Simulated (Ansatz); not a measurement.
## doublet SiCl: levels of theory in one basis

```xyz
2

Si    0.0000    0.0000   -1.0425
Cl    0.0000    0.0000    1.0425
```

Basis set: def2-SVP (spherical functions). Frozen core: 10 orbitals. Correlation on ROHF uses semicanonical orbitals with singles. Charge 0, multiplicity 2.

Computed with Ansatz (development build ahead of 0.2.0); each method stands on the lowest determinant of its kind that the runs found.

| method | E − E(ROHF) (eV) | <S²> of the determinant |
| --- | --- | --- |
| ROHF | 0.00 | – |
| UHF | -0.11 | 0.77 |
| ROHF-MP2 | -5.29 | – |
| UHF-MP2 | -5.28 | 0.77 |

Q: What does ROHF-CCSD(T) give on the same scale?

A: -6.17 eV.

Q: Is a single determinant a sound starting point here?

A: By this sign, yes. Unrestricted orbitals gain 0.11 eV and <S²> is 0.77 against 0.75 for a pure state.
